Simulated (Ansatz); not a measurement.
Results of PBEsol+SOC in Ansatz (plane waves, PAW) for HgS (P3₂21, No. 154).

Run with plane-wave cutoff 520 eV, 12×12×4 k mesh (along the axes of the cell as run), Fermi–Dirac smearing 0.01 eV, PAW data made under PBE.

Cell (measured lattice):

```cif
data_Hg3S3
_chemical_formula_sum 'Hg3 S3'
_space_group_name_H-M_alt 'P 1'
_space_group_IT_number 1
_cell_length_a 4.14500
_cell_length_b 4.14500
_cell_length_c 9.49600
_cell_angle_alpha 90.000
_cell_angle_beta 90.000
_cell_angle_gamma 120.000
loop_
_space_group_symop_operation_xyz
  'x, y, z'
loop_
_atom_site_label
_atom_site_type_symbol
_atom_site_fract_x
_atom_site_fract_y
_atom_site_fract_z
_atom_site_occupancy
Hg1 Hg 0.71980 0.00000 0.66667 1
Hg2 Hg 0.00000 0.71980 0.33333 1
Hg3 Hg 0.28020 0.28020 0.00000 1
S1 S 0.48890 0.00000 0.16667 1
S2 S 0.00000 0.48890 0.83333 1
S3 S 0.51110 0.51110 0.50000 1
```

Problem. What does this level give for the band gap and smallest direct gap on the k points sampled?

Solution. 
band gap: 1.32 eV (indirect)
smallest direct gap on the k points sampled: 1.38 eV

Note: cell and atoms aren't relaxed at this level.

Computed values are for the static lattice.

Ansatz is a program for electronic structure.
